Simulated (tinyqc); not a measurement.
Inside a calculation (part 1 of 2). Method: RHF in the sto-3g basis, for NH3, spin multiplicity 1. Computed by tinyqc, a small Python program that keeps every step (integrals from PySCF). Settings: charge = 0, multiplicity = 1, basis = sto-3g, energy threshold = 1e-09, iteration cap = 51, orthogonalisation = symmetric, start = core, DIIS depth = 0, shift = 0.2, method = RHF. Command: `OMP_NUM_THREADS=1 python tinyqc.py 22096 22097 out.jsonl` (the two numbers bound the seeds that draw the settings). One thread of a shared host (Intel(R) Xeon(R) Processor @ 2.60GHz), about 0.1 s of CPU time with the checks. Later iterations appear only in the table of the cycle.

## One-electron integrals

Geometry (angstrom):

| atom | x | y | z |
|---|---|---|---|
| N | 0.000000 | 0.000000 | 0.007000 |
| H | 1.204000 | 0.000000 | 0.000000 |
| H | -0.602000 | 1.043000 | 0.000000 |
| H | -0.602000 | -1.043000 | 0.000000 |

Basis sto-3g: exponents (1/bohr^2) and contraction coefficients of normalised primitives:

| element | l (shell) | exponent | coefficient |
|---|---|---|---|
| N | s (1) | 99.106169 | 0.154329 |
| N | s (1) | 18.052312 | 0.535328 |
| N | s (1) | 4.885660 | 0.444635 |
| N | s (2) | 3.780456 | -0.099967 |
| N | s (2) | 0.878497 | 0.399513 |
| N | s (2) | 0.285714 | 0.700115 |
| N | p (3) | 3.780456 | 0.155916 |
| N | p (3) | 0.878497 | 0.607684 |
| N | p (3) | 0.285714 | 0.391957 |
| H | s (1) | 3.425251 | 0.154329 |
| H | s (1) | 0.623914 | 0.535328 |
| H | s (1) | 0.168855 | 0.444635 |

Overlap, kinetic and nuclear-attraction integrals over the contracted functions; the nuclear repulsion is the sum of Za Zb / Rab.

nuclear repulsion = 9.98948015 hartree

overlap S, lower triangle:
```
           1N 1s     1N 2s     1N 2px     1N 2py     1N 2pz     2H 1s     3H 1s     4H 1s
1N 1s   1.000000
1N 2s   0.235038  1.000000
1N 2px  0.000000  0.000000   1.000000
1N 2py  0.000000  0.000000   0.000000   1.000000
1N 2pz  0.000000  0.000000   0.000000   0.000000   1.000000
2H 1s   0.037157  0.382773   0.367867   0.000000  -0.002139  1.000000
3H 1s   0.037134  0.382630  -0.183842   0.318516  -0.002138  0.103431  1.000000
4H 1s   0.037134  0.382630  -0.183842  -0.318516  -0.002138  0.103431  0.103351  1.000000
```

kinetic energy T (hartree), lower triangle:
```
            1N 1s     1N 2s     1N 2px     1N 2py     1N 2pz      2H 1s      3H 1s     4H 1s
1N 1s   21.990753
1N 2s   -0.128416  0.606994
1N 2px   0.000000  0.000000   1.899358
1N 2py   0.000000  0.000000   0.000000   1.899358
1N 2pz   0.000000  0.000000   0.000000   0.000000   1.899358
2H 1s   -0.010340  0.059141   0.166717   0.000000  -0.000969   0.760032
3H 1s   -0.010339  0.059071  -0.083273   0.144275  -0.000968  -0.010916   0.760032
4H 1s   -0.010339  0.059071  -0.083273  -0.144275  -0.000968  -0.010916  -0.010919  0.760032
```

nuclear attraction V (hartree), lower triangle:
```
             1N 1s      1N 2s     1N 2px     1N 2py     1N 2pz      2H 1s      3H 1s      4H 1s
1N 1s   -47.504296
1N 2s    -5.742804  -8.172712
1N 2px   -0.000007  -0.000082  -8.160992
1N 2py    0.000000   0.000000   0.000000  -8.160984
1N 2pz    0.000195   0.002383   0.000000   0.000000  -8.028023
2H 1s    -0.925704  -2.451816  -2.123789   0.000000   0.012837  -4.768308
3H 1s    -0.925128  -2.450692   1.061231  -1.838677   0.012829  -0.562850  -4.767631
4H 1s    -0.925128  -2.450692   1.061231   1.838677   0.012829  -0.562850  -0.562414  -4.767631
```

core Hamiltonian H = T + V (hartree), lower triangle:
```
             1N 1s      1N 2s     1N 2px     1N 2py     1N 2pz      2H 1s      3H 1s      4H 1s
1N 1s   -25.513543
1N 2s    -5.871221  -7.565718
1N 2px   -0.000007  -0.000082  -6.261634
1N 2py    0.000000   0.000000   0.000000  -6.261626
1N 2pz    0.000195   0.002383   0.000000   0.000000  -6.128665
2H 1s    -0.936043  -2.392675  -1.957072   0.000000   0.011868  -4.008276
3H 1s    -0.935467  -2.391621   0.977958  -1.694402   0.011861  -0.573765  -4.007599
4H 1s    -0.935467  -2.391621   0.977958   1.694402   0.011861  -0.573765  -0.573333  -4.007599
```

## Two-electron integrals

Functions are numbered as in S; the eight-fold symmetry (ij|kl) = (ji|kl) = (kl|ij) leaves the list below.

Two-electron integrals (ij|kl) in chemists' order, unique and non-zero (hartree):
```
(11|11) 4.166630    (21|11) 0.640849    (21|21) 0.117461    (22|11) 0.969864
(22|21) 0.220936    (22|22) 0.708245    (31|31) 0.020960    (32|31) 0.032452
(32|32) 0.156449    (33|11) 0.967124    (33|21) 0.220977    (33|22) 0.708086
(33|33) 0.762805    (41|41) 0.020960    (42|41) 0.032452    (42|42) 0.156449
(43|43) 0.041119    (44|11) 0.967124    (44|21) 0.220977    (44|22) 0.708086
(44|33) 0.680568    (44|44) 0.762805    (51|51) 0.020960    (52|51) 0.032452
(52|52) 0.156449    (53|53) 0.041119    (54|54) 0.041119    (55|11) 0.967124
(55|21) 0.220977    (55|22) 0.708086    (55|33) 0.680568    (55|44) 0.680568
(55|55) 0.762805    (61|11) 0.102271    (61|21) 0.018617    (61|22) 0.034892
(61|31) 0.000958    (61|32) 0.001816    (61|33) 0.035072    (61|44) 0.034804
(61|51) -0.000006   (61|52) -0.000011   (61|53) -1.56e-06   (61|55) 0.034804
(61|61) 0.002999    (62|11) 0.270706    (62|21) 0.062525    (62|22) 0.224039
(62|31) 0.005228    (62|32) 0.041227    (62|33) 0.233347    (62|44) 0.219275
(62|51) -0.000030   (62|52) -0.000240   (62|53) -0.000082   (62|55) 0.219275
(62|61) 0.010205    (62|62) 0.093369    (63|11) 0.222181    (63|21) 0.051930
(63|22) 0.198063    (63|31) 0.009868    (63|32) 0.070068    (63|33) 0.216553
(63|44) 0.188706    (63|51) -0.000022   (63|52) -0.000197   (63|53) -0.000115
(63|55) 0.188706    (63|61) 0.008816    (63|62) 0.099102    (63|63) 0.115334
(64|41) 0.006106    (64|42) 0.036236    (64|43) 0.008113    (64|54) -0.000047
(64|64) 0.011768    (65|11) -0.001292   (65|21) -0.000302   (65|22) -0.001152
(65|31) -0.000022   (65|32) -0.000197   (65|33) -0.001165   (65|44) -0.001097
(65|51) 0.006106    (65|52) 0.036238    (65|53) 0.008113    (65|55) -0.001191
(65|61) -0.000051   (65|62) -0.000576   (65|63) -0.000602   (65|65) 0.011771
(66|11) 0.433175    (66|21) 0.101623    (66|22) 0.417748    (66|31) 0.010158
(66|32) 0.111314    (66|33) 0.455223    (66|44) 0.398729    (66|51) -0.000059
(66|52) -0.000647   (66|53) -0.000328   (66|55) 0.398731    (66|61) 0.016724
(66|62) 0.227034    (66|63) 0.269537    (66|65) -0.001567   (66|66) 0.774606
(71|11) 0.102208    (71|21) 0.018606    (71|22) 0.034870    (71|31) -0.000479
(71|32) -0.000907   (71|33) 0.034850    (71|41) 0.000829    (71|42) 0.001572
(71|43) -0.000116   (71|44) 0.034984    (71|51) -0.000006   (71|52) -0.000011
(71|53) 7.79e-07    (71|54) -1.35e-06   (71|55) 0.034783    (71|61) 0.002927
(71|62) 0.009716    (71|63) 0.007911    (71|64) 0.000288    (71|65) -0.000049
(71|66) 0.015742    (71|71) 0.002995    (72|11) 0.270582    (72|21) 0.062496
(72|22) 0.223942    (72|31) -0.002612   (72|32) -0.020601   (72|33) 0.222694
(72|41) 0.004525    (72|42) 0.035692    (72|43) -0.006090   (72|44) 0.229731
(72|51) -0.000030   (72|52) -0.000240   (72|53) 0.000041    (72|54) -0.000071
(72|55) 0.219180    (72|61) 0.009718    (72|62) 0.067654    (72|63) 0.055976
(72|64) 0.007887    (72|65) -0.000405   (72|66) 0.127437    (72|71) 0.010194
(72|72) 0.093295    (73|11) -0.111023   (73|21) -0.025949   (73|22) -0.098974
(73|31) 0.007042    (73|32) 0.044670    (73|33) -0.103857   (73|41) -0.001628
(73|42) -0.014642   (73|43) 0.009538    (73|44) -0.098655   (73|51) 0.000011
(73|52) 0.000098    (73|53) -0.000064   (73|54) 0.000029    (73|55) -0.094299
(73|61) -0.003706   (73|62) -0.021154   (73|63) -0.010203   (73|64) -0.001836
(73|65) 0.000124    (73|66) -0.033207   (73|71) -0.004402   (73|72) -0.049504
(73|73) 0.037621    (74|11) 0.192354    (74|21) 0.044958    (74|22) 0.171479
(74|31) -0.001628   (74|32) -0.014642   (74|33) 0.165892    (74|41) 0.008924
(74|42) 0.061587    (74|43) -0.008410   (74|44) 0.184972    (74|51) -0.000019
(74|52) -0.000170   (74|53) 0.000029    (74|54) -0.000098   (74|55) 0.163378
(74|61) 0.006997    (74|62) 0.052427    (74|63) 0.043198    (74|64) 0.013672
(74|65) -0.000308   (74|66) 0.100038    (74|71) 0.007628    (74|72) 0.085769
(74|73) -0.044810   (74|74) 0.089393    (75|11) -0.001291   (75|21) -0.000302
(75|22) -0.001151   (75|31) 0.000011    (75|32) 0.000098    (75|33) -0.001113
(75|41) -0.000019   (75|42) -0.000170   (75|43) 0.000029    (75|44) -0.001147
(75|51) 0.006103    (75|52) 0.036220    (75|53) -0.004054   (75|54) 0.007024
(75|55) -0.001191   (75|61) -0.000049   (75|62) -0.000405   (75|63) -0.000329
(75|64) -0.000046   (75|65) 0.008018    (75|66) -0.000814   (75|71) -0.000051
(75|72) -0.000576   (75|73) 0.000301    (75|74) -0.000521   (75|75) 0.011761
(76|11) 0.060169    (76|21) 0.013976    (76|22) 0.052924    (76|31) 0.000480
(76|32) 0.004243    (76|33) 0.053344    (76|41) 0.000832    (76|42) 0.007351
(76|43) 0.000302    (76|44) 0.053693    (76|51) -0.000011   (76|52) -0.000099
(76|53) -0.000013   (76|54) -0.000022   (76|55) 0.051677    (76|61) 0.002238
(76|62) 0.020237    (76|63) 0.020049    (76|64) 0.002214    (76|65) -0.000139
(76|66) 0.047388    (76|71) 0.002237    (76|72) 0.020230    (76|73) -0.008103
(76|74) 0.018466    (76|75) -0.000139   (76|76) 0.005443    (77|11) 0.433087
(77|21) 0.101603    (77|22) 0.417676    (77|31) -0.005076   (77|32) -0.055631
(77|33) 0.412775    (77|41) 0.008795    (77|42) 0.096384    (77|43) -0.024452
(77|44) 0.441027    (77|51) -0.000059   (77|52) -0.000647   (77|53) 0.000164
(77|54) -0.000284   (77|55) 0.398664    (77|61) 0.015748    (77|62) 0.127472
(77|63) 0.103261    (77|64) 0.021253    (77|65) -0.000814   (77|66) 0.253115
(77|71) 0.016711    (77|72) 0.226928    (77|73) -0.134686   (77|74) 0.233351
(77|75) -0.001566   (77|76) 0.047388    (77|77) 0.774606    (81|11) 0.102208
(81|21) 0.018606    (81|22) 0.034870    (81|31) -0.000479   (81|32) -0.000907
(81|33) 0.034850    (81|41) -0.000829   (81|42) -0.001572   (81|43) 0.000116
(81|44) 0.034984    (81|51) -0.000006   (81|52) -0.000011   (81|53) 7.79e-07
(81|54) 1.35e-06    (81|55) 0.034783    (81|61) 0.002927    (81|62) 0.009716
(81|63) 0.007911    (81|64) -0.000288   (81|65) -0.000049   (81|66) 0.015742
(81|71) 0.002925    (81|72) 0.009712    (81|73) -0.004202   (81|74) 0.006705
(81|75) -0.000049   (81|76) 0.002151    (81|77) 0.015739    (81|81) 0.002995
(82|11) 0.270582    (82|21) 0.062496    (82|22) 0.223942    (82|31) -0.002612
(82|32) -0.020601   (82|33) 0.222694    (82|41) -0.004525   (82|42) -0.035692
(82|43) 0.006090    (82|44) 0.229731    (82|51) -0.000030   (82|52) -0.000240
(82|53) 0.000041    (82|54) 0.000071    (82|55) 0.219180    (82|61) 0.009718
(82|62) 0.067654    (82|63) 0.055976    (82|64) -0.007887   (82|65) -0.000405
(82|66) 0.127437    (82|71) 0.009712    (82|72) 0.067622    (82|73) -0.034795
(82|74) 0.044520    (82|75) -0.000405   (82|76) 0.015401    (82|77) 0.127410
(82|81) 0.010194    (82|82) 0.093295    (83|11) -0.111023   (83|21) -0.025949
(83|22) -0.098974   (83|31) 0.007042    (83|32) 0.044670    (83|33) -0.103857
(83|41) 0.001628    (83|42) 0.014642    (83|43) -0.009538   (83|44) -0.098655
(83|51) 0.000011    (83|52) 0.000098    (83|53) -0.000064   (83|54) -0.000029
(83|55) -0.094299   (83|61) -0.003706   (83|62) -0.021154   (83|63) -0.010203
(83|64) 0.001836    (83|65) 0.000124    (83|66) -0.033207   (83|71) -0.004202
(83|72) -0.034795   (83|73) 0.025590    (83|74) -0.022503   (83|75) 0.000204
(83|76) -0.006094   (83|77) -0.069988   (83|81) -0.004402   (83|82) -0.049504
(83|83) 0.037621    (84|11) -0.192354   (84|21) -0.044958   (84|22) -0.171479
(84|31) 0.001628    (84|32) 0.014642    (84|33) -0.165892   (84|41) 0.008924
(84|42) 0.061587    (84|43) -0.008410   (84|44) -0.184972   (84|51) 0.000019
(84|52) 0.000170    (84|53) -0.000029   (84|54) -0.000098   (84|55) -0.163378
(84|61) -0.006997   (84|62) -0.052427   (84|63) -0.043198   (84|64) 0.013672
(84|65) 0.000308    (84|66) -0.100038   (84|71) -0.006705   (84|72) -0.044520
(84|73) 0.022503    (84|74) -0.022145   (84|75) 0.000262    (84|76) -0.010558
(84|77) -0.078778   (84|81) -0.007628   (84|82) -0.085769   (84|83) 0.044810
(84|84) 0.089393    (85|11) -0.001291   (85|21) -0.000302   (85|22) -0.001151
(85|31) 0.000011    (85|32) 0.000098    (85|33) -0.001113   (85|41) 0.000019
(85|42) 0.000170    (85|43) -0.000029   (85|44) -0.001147   (85|51) 0.006103
(85|52) 0.036220    (85|53) -0.004054   (85|54) -0.007024   (85|55) -0.001191
(85|61) -0.000049   (85|62) -0.000405   (85|63) -0.000329   (85|64) 0.000046
(85|65) 0.008018    (85|66) -0.000814   (85|71) -0.000049   (85|72) -0.000405
(85|73) 0.000204    (85|74) -0.000262   (85|75) 0.008014    (85|76) -0.000102
(85|77) -0.000814   (85|81) -0.000051   (85|82) -0.000576   (85|83) 0.000301
(85|84) 0.000521    (85|85) 0.011761    (86|11) 0.060169    (86|21) 0.013976
(86|22) 0.052924    (86|31) 0.000480    (86|32) 0.004243    (86|33) 0.053344
(86|41) -0.000832   (86|42) -0.007351   (86|43) -0.000302   (86|44) 0.053693
(86|51) -0.000011   (86|52) -0.000099   (86|53) -0.000013   (86|54) 0.000022
(86|55) 0.051677    (86|61) 0.002238    (86|62) 0.020237    (86|63) 0.020049
(86|64) -0.002214   (86|65) -0.000139   (86|66) 0.047388    (86|71) 0.002151
(86|72) 0.015401    (86|73) -0.006094   (86|74) 0.010558    (86|75) -0.000102
(86|76) 0.004258    (86|77) 0.029163    (86|81) 0.002237    (86|82) 0.020230
(86|83) -0.008103   (86|84) -0.018466   (86|85) -0.000139   (86|86) 0.005443
(87|11) 0.060124    (87|21) 0.013966    (87|22) 0.052884    (87|31) -0.000959
(87|32) -0.008479   (87|33) 0.053825    (87|44) 0.053130    (87|51) -0.000011
(87|52) -0.000099   (87|53) 0.000025    (87|55) 0.051638    (87|61) 0.002151
(87|62) 0.015397    (87|63) 0.012186    (87|65) -0.000102   (87|66) 0.029146
(87|71) 0.002235    (87|72) 0.020213    (87|73) -0.011926   (87|74) 0.016239
(87|75) -0.000139   (87|76) 0.004255    (87|77) 0.047346    (87|81) 0.002235
(87|82) 0.020213    (87|83) -0.011926   (87|84) -0.016239   (87|85) -0.000139
(87|86) 0.004255    (87|87) 0.005434    (88|11) 0.433087    (88|21) 0.101603
(88|22) 0.417676    (88|31) -0.005076   (88|32) -0.055631   (88|33) 0.412775
(88|41) -0.008795   (88|42) -0.096384   (88|43) 0.024452    (88|44) 0.441027
(88|51) -0.000059   (88|52) -0.000647   (88|53) 0.000164    (88|54) 0.000284
(88|55) 0.398664    (88|61) 0.015748    (88|62) 0.127472    (88|63) 0.103261
(88|64) -0.021253   (88|65) -0.000814   (88|66) 0.253115    (88|71) 0.015739
(88|72) 0.127410    (88|73) -0.069988   (88|74) 0.078778    (88|75) -0.000814
(88|76) 0.029163    (88|77) 0.253060    (88|81) 0.016711    (88|82) 0.226928
(88|83) -0.134686   (88|84) -0.233351   (88|85) -0.001566   (88|86) 0.047388
(88|87) 0.047346    (88|88) 0.774606
```

## Orthogonalisation

S = U s U^T; symmetric (Loewdin) form X = U s^(-1/2) U^T, so that X^T S X = 1.

eigenvalues of S: 0.399805  0.494843  0.494920  0.982493  1.000087  1.401700  1.401729  1.824423

X, lower triangle:
```
            1N 1s      1N 2s     1N 2px     1N 2py    1N 2pz      2H 1s      3H 1s     4H 1s
1N 1s    1.024247
1N 2s   -0.143467   1.227021
1N 2px  -0.000006   0.000070   1.100194
1N 2py   0.000000   0.000000   0.000000   1.100172
1N 2pz   0.000118  -0.001121   0.000000   0.000000  1.000006
2H 1s    0.019681  -0.225078  -0.234036   0.000000  0.001233   1.137194
3H 1s    0.019675  -0.224951   0.116949  -0.202608  0.001233  -0.028851   1.137079
4H 1s    0.019675  -0.224951   0.116949   0.202608  0.001233  -0.028851  -0.028835  1.137079
```

## Starting guess

The start is the orbitals of the core Hamiltonian; D = 2 C_occ C_occ^T.

D at the start, lower triangle:
```
            1N 1s      1N 2s     1N 2px     1N 2py    1N 2pz      2H 1s      3H 1s     4H 1s
1N 1s    2.134222
1N 2s   -0.602149   2.689367
1N 2px  -0.000033   0.000212   2.346731
1N 2py   0.000000   0.000000   0.000000   2.346676
1N 2pz   0.000618  -0.003590  -0.000001   0.000000  2.000022
2H 1s    0.068037  -0.292125  -0.395528   0.000000  0.002140   0.098393
3H 1s    0.068005  -0.291971   0.197646  -0.342436  0.002139  -0.001594   0.098322
4H 1s    0.068005  -0.291971   0.197646   0.342436  0.002139  -0.001594  -0.001617  0.098322
```

## Iteration 1: building the Fock matrix

J_ij = sum D_kl (ij|kl), K_ij = sum D_kl (ik|jl); F = H + J - 0.5 K; E = tr D H + tr D J / 2 - 0.25 tr D K + E_nn.

Coulomb J (hartree), lower triangle:
```
            1N 1s      1N 2s     1N 2px     1N 2py     1N 2pz     2H 1s     3H 1s     4H 1s
1N 1s   16.370169
1N 2s    3.104269   7.722794
1N 2px   0.000002  -0.000006   7.713183
1N 2py   0.000000   0.000000   0.000000   7.713186
1N 2pz  -0.000043   0.000074   0.000000   0.000000   7.721655
2H 1s    0.492401   2.356472   2.041037   0.000000  -0.011842  4.201243
3H 1s    0.492097   2.355439  -1.019929   1.767083  -0.011835  0.547521  4.200510
4H 1s    0.492097   2.355439  -1.019929  -1.767083  -0.011835  0.547521  0.547108  4.200510
```

exchange K (hartree), lower triangle:
```
            1N 1s      1N 2s     1N 2px     1N 2py     1N 2pz     2H 1s     3H 1s     4H 1s
1N 1s    8.584631
1N 2s    1.492637   2.498696
1N 2px   0.000001  -0.000004   2.057630
1N 2py   0.000000   0.000000   0.000000   2.057638
1N 2pz  -0.000015   0.000007   0.000000   0.000000   2.068167
2H 1s    0.250732   0.652637   0.418879   0.000000  -0.002416  0.290239
3H 1s    0.250580   0.652331  -0.209312   0.362643  -0.002414  0.132609  0.289998
4H 1s    0.250580   0.652331  -0.209312  -0.362643  -0.002414  0.132609  0.132518  0.289998
```

Fock matrix F (hartree), lower triangle:
```
             1N 1s      1N 2s     1N 2px     1N 2py    1N 2pz      2H 1s      3H 1s     4H 1s
1N 1s   -13.435689
1N 2s    -3.513270  -1.092273
1N 2px   -0.000006  -0.000086   0.422734
1N 2py    0.000000   0.000000   0.000000   0.422741
1N 2pz    0.000159   0.002454   0.000001   0.000000  0.558906
2H 1s    -0.569008  -0.362522  -0.125474   0.000000  0.001234   0.047847
3H 1s    -0.568660  -0.362348   0.062685  -0.108641  0.001233  -0.092549   0.047913
4H 1s    -0.568660  -0.362348   0.062685   0.108641  0.001233  -0.092549  -0.092484  0.047913
```

total energy of this density = -52.84196924 hartree

## Iteration 1: diagonalisation and new density

A level shift of 0.2 hartree raises the virtual space: F + shift (S - S D(s) S), with D(s) the density of one spin (D/2). Diagonalise F' = X^T F X, C = X C', fill 5 alpha and 5 beta electrons from the bottom; D = 2 C_occ C_occ^T. Each column has its largest component positive (the first on a tie).

F' = X^T F X (hartree), lower triangle:
```
            1          2          3          4         5          6          7         8
1  -13.147892
2   -1.982734  -0.209927
3   -0.000012   0.000017   0.620677
4    0.000000   0.000000   0.000000   0.620646
5    0.000293   0.000715   0.000000   0.000000  0.558918
6   -0.057491  -0.282775  -0.327185   0.000000  0.001826   0.486138
7   -0.057405  -0.282614   0.163494  -0.283249  0.001825  -0.041656   0.485997
8   -0.057405  -0.282614   0.163494   0.283249  0.001825  -0.041656  -0.041637  0.485997
```

orbital energies (hartree): MO1 -13.447037, MO2 -0.249599, MO3 0.170875, MO4 0.170892, MO5 0.558899, MO6 0.741582, MO7 0.977405, MO8 0.977538

coefficients C:
```
              MO1        MO2        MO3        MO4        MO5        MO6        MO7        MO8
1N 1s    0.991907  -0.226222   0.000000   0.000032  -0.002772  -0.189109   0.000000  -0.000129
1N 2s    0.035619   0.775902   0.000000  -0.000145   0.013525   1.036607   0.000000   0.000804
1N 2px   0.000003   0.000107   0.000000   0.517780  -0.000001  -0.000576   0.000000   1.012155
1N 2py   0.000000   0.000000   0.517736   0.000000   0.000000   0.000000   1.012140   0.000000
1N 2pz  -0.000055  -0.002612   0.000000   0.000000   0.999903  -0.014318   0.000000  -0.000008
2H 1s   -0.006272   0.180194   0.000000   0.555214  -0.005843  -0.637438   0.000000  -0.808432
3H 1s   -0.006269   0.180099   0.480903  -0.277708  -0.005845  -0.638084  -0.699614   0.403510
4H 1s   -0.006269   0.180099  -0.480903  -0.277708  -0.005845  -0.638084   0.699614   0.403510
```

D after iteration 1, lower triangle:
```
            1N 1s     1N 2s     1N 2px     1N 2py     1N 2pz      2H 1s      3H 1s     4H 1s
1N 1s    2.070127
1N 2s   -0.280465  1.206951
1N 2px  -0.000010  0.000016   0.536192
1N 2py   0.000000  0.000000   0.000000   0.536101
1N 2pz  -0.004470  0.022990  -0.000003   0.000000   1.999626
2H 1s   -0.093903  0.278859   0.574996   0.000000  -0.012626   0.681612
3H 1s   -0.093907  0.278954  -0.287544   0.497962  -0.012630  -0.243323   0.681797
4H 1s   -0.093907  0.278954  -0.287544  -0.497962  -0.012630  -0.243323  -0.243274  0.681797
```
